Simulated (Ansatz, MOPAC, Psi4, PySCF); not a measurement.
Gas-phase reaction in SMILES: SCC + C (CH4) → CC (C2H6) + CS (CH4S) [methanethiol]

Quantity: bond separation energy (enthalpy at 298 K), in kcal/mol. Terms: 6-311+G** with 5d, 6d on Na to Ar in Ansatz (an electronic-structure program); no dispersion term unless named; 6-31G* and kin with 6d, 5d where marked; no spin-orbit coupling; non-relativistic; frozen cores in correlated levels. CBS marks a two-point X^-3 extrapolation of the correlation energy; Hartree-Fock from the larger set. The bracket is a focal-point correction in the basis named. First-principles rows: single points at B3LYP-D3(BJ) geometries (Ansatz), with unscaled harmonic terms from B3LYP/6-31G* (Ansatz) at its own minima. Semi-empirical rows: MOPAC heats of formation at their own minima for 298 K.

Measured values: Active Thermochemical Tables 1.112 (ions: stationary electron), as tabulated in the package chemicals; G2/97 table in ASE (Curtiss et al.); they hold spin-orbit and core effects, anharmonicity and other conformers. 

Value to compare with, the measured value: 3.4 kcal/mol.

```json
[
 {"level": "AM1", "program": "MOPAC", "bond separation energy (enthalpy at 298 K) (kcal/mol)": "-2.4", "error": "-5.8"},
 {"level": "MNDO", "program": "MOPAC", "bond separation energy (enthalpy at 298 K) (kcal/mol)": "-1.7", "error": "-5.1"},
 {"level": "HF/6-311+G**", "program": "Ansatz", "bond separation energy (enthalpy at 298 K) (kcal/mol)": "1.7", "error": "-1.7"},
 {"level": "PBE/3-21G", "program": "Ansatz", "bond separation energy (enthalpy at 298 K) (kcal/mol)": "3.4", "error": "0.0"},
 {"level": "PBE/6-311+G**", "program": "Ansatz", "bond separation energy (enthalpy at 298 K) (kcal/mol)": "2.6", "error": "-0.8"},
 {"level": "BLYP/6-31G*", "program": "Ansatz", "bond separation energy (enthalpy at 298 K) (kcal/mol)": "1.9", "error": "-1.5"},
 {"level": "B3LYP/STO-3G", "program": "Ansatz", "bond separation energy (enthalpy at 298 K) (kcal/mol)": "0.4", "error": "-3.0"},
 {"level": "B3LYP/6-31G", "program": "Ansatz", "bond separation energy (enthalpy at 298 K) (kcal/mol)": "2.4", "error": "-1.0"},
 {"level": "B3LYP/6-31G*", "program": "Ansatz", "bond separation energy (enthalpy at 298 K) (kcal/mol)": "1.9", "error": "-1.5"},
 {"level": "B3LYP/def2-SVP", "program": "Ansatz", "bond separation energy (enthalpy at 298 K) (kcal/mol)": "1.8", "error": "-1.6"},
 {"level": "PBE0/6-311+G**", "program": "Ansatz", "bond separation energy (enthalpy at 298 K) (kcal/mol)": "2.5", "error": "-0.9"},
 {"level": "wB97X-D/6-311+G**", "program": "Psi4", "bond separation energy (enthalpy at 298 K) (kcal/mol)": "2.5", "error": "-0.9"},
 {"level": "MP2/6-31G*", "program": "Ansatz", "bond separation energy (enthalpy at 298 K) (kcal/mol)": "3.2", "error": "-0.2"},
 {"level": "B3PW91/6-31G* (5d)", "program": "PySCF", "bond separation energy (enthalpy at 298 K) (kcal/mol)": "1.9", "error": "-1.5"},
 {"level": "r2SCAN-D4/def2-TZVPD", "program": "Ansatz + dftd4", "bond separation energy (enthalpy at 298 K) (kcal/mol)": "3.0", "error": "-0.4"},
 {"level": "PBE0/def2-TZVPD", "program": "Ansatz", "bond separation energy (enthalpy at 298 K) (kcal/mol)": "2.2", "error": "-1.2"},
 {"level": "wB97X-V/def2-TZVPD", "program": "Ansatz", "bond separation energy (enthalpy at 298 K) (kcal/mol)": "2.5", "error": "-0.9"},
 {"level": "RI-MP2/CBS(cc-pV(T+d)Z,cc-pV(Q+d)Z)+[CCSD(T)-MP2]/cc-pV(T+d)Z", "program": "Ansatz", "bond separation energy (enthalpy at 298 K) (kcal/mol)": "3.0", "error": "-0.4"}
]
```

Among the 14 habitual levels, AM1 lies farthest from the measured value (-5.8 kcal/mol); 0 of 14 lie above it, and their mean absolute error is 1.8 kcal/mol, the median 1.5. One case shows no general order.

The levels are drawn from those run, B3LYP/6-31G* more often than the rest, none by its result; left out are runs that failed, that the program found above a lower state of the same kind, or whose <S^2> lies over 0.5 above the pure value.
